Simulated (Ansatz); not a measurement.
**CHClSi (singlet): from a generated start to a stationary point**

Where does this start of CHClSi (singlet) end when it is relaxed?

Method: RKS PBE0/def2-TZVP; program: Ansatz 0.2.0, Gaussian basis.

### 1 The system as given

4 atoms, charge 0, spin multiplicity 1.

Atoms are counted from 1 here; the program's logs count them from 0.

Bond lengths: Cl1–C2 1.765 Å, C2–Si3 1.772 Å, C2–H4 1.082 Å. Angles: Cl1–C2–Si3 121.6°, Cl1–C2–H4 111.5°, Si3–C2–H4 127.0°.

Coordinates:

```csv
atom,x (Å),y (Å),z (Å)
Cl1,-1.3948,-0.1399,-0.0018
C2,0.1579,0.6998,0.0062
Si3,1.6922,-0.1863,-0.0009
H4,0.0270,1.7735,0.0156
```

The start was built by rule and, where that kept it together, relaxed with GFN2-xTB. Sticks and bond lists go by distance. 

### 2 Relaxation

in.yaml

```yaml
crystal:
  periodic: [false, false, false]
  atoms:
    - {symbol: Cl, position_ang: [-1.394770, -0.139945, -0.001811]}
    - {symbol: C, position_ang: [0.157866, 0.699796, 0.006200]}
    - {symbol: Si, position_ang: [1.692171, -0.186259, -0.000924]}
    - {symbol: H, position_ang: [0.026995, 1.773538, 0.015558]}
basis:
  gaussian: {orbitals: def2-TZVP}
hamiltonian: {xc: pbe0}
relax: {f_tol: 0.004, max_steps: 80}
```

Command:

```console
ansatz run in.yaml --threads 1 --pin off --events-out ev --progress --plain --max-ram 2176MiB
```

**Question.** What will these runs give? Wanted: energy gained; shift from the start; total energy; dipole moment.

**Answer**, as computed:

```
                  quantity           value
                     steps              14
             energy gained        0.091 eV
shift from the start (rms)         0.268 Å
              total energy  -21443.0775 eV
             dipole moment          0.96 D
```

What this shows: The bonds of the start are those of the end. C2–Si3 went from 1.772 to 1.708 Å. No vibrations were run, so this is a stationary point, not a proven minimum, and this spin need not be the ground state's.
